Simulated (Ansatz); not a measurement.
Where CCSD(T) holds and where it slips

Each species is computed at the geometry given (Å), with frozen cores, in Ansatz 0.2.0: RHF-CCSD(T) for singlets, UHF-CCSD(T) otherwise, and full CI in the same basis. The program picks the determinant by trial CCSD, so it needn't be the lowest Hartree–Fock solution. States: CF Σ⁻ or Δ, BH2⁺ A1, SiH Σ⁻ or Δ. Cases whose determinant has another symmetry than full CI's state, or whose (Q) step broke down, weren't drawn.

Question: Judging by size, spin and bonding, rank them by the size of CCSD(T)'s error in total energy against full CI in the same basis, smallest first (an estimate).
A. BH₂⁺, singlet, cc-pVTZ: B 0.000 -0.080 0.000; H 0.000 0.429 -1.077; H 0.000 0.429 1.077
B. CF, quartet, 6-31G: C 0.000 0.000 0.000; F 0.000 0.000 1.859
C. SiH, quartet, cc-pVTZ: Si 0.000 0.000 0.000; H 0.000 0.000 1.500

Answer: A (7.7 meV), C (22.1 meV), B (30.0 meV).

```json
{"species": "BH2⁺, singlet", "basis": "cc-pVTZ", "correlated electrons": "4", "CCSD(T) − full CI (meV)": "7.7", "CCSDT(Q) − full CI (meV)": "0.1", "unpaired electrons (full CI)": "0.02", "T1": "0.009", "⟨S²⟩ of the determinant": "0.00"}
{"species": "SiH, quartet", "basis": "cc-pVTZ", "correlated electrons": "5", "CCSD(T) − full CI (meV)": "22.1", "CCSDT(Q) − full CI (meV)": "-2.0", "unpaired electrons (full CI)": "3.02", "T1": "0.032", "⟨S²⟩ of the determinant": "3.75"}
{"species": "CF, quartet", "basis": "6-31G", "correlated electrons": "11", "CCSD(T) − full CI (meV)": "30.0", "CCSDT(Q) − full CI (meV)": "-1.5", "unpaired electrons (full CI)": "3.07", "T1": "0.056", "⟨S²⟩ of the determinant": "3.81"}
```

Unpaired electrons are Σ n²(2−n)² over natural occupations; an open shell counts its own unpaired electrons too. Frozen cores follow each run's orbitals, which moves totals by a few meV.
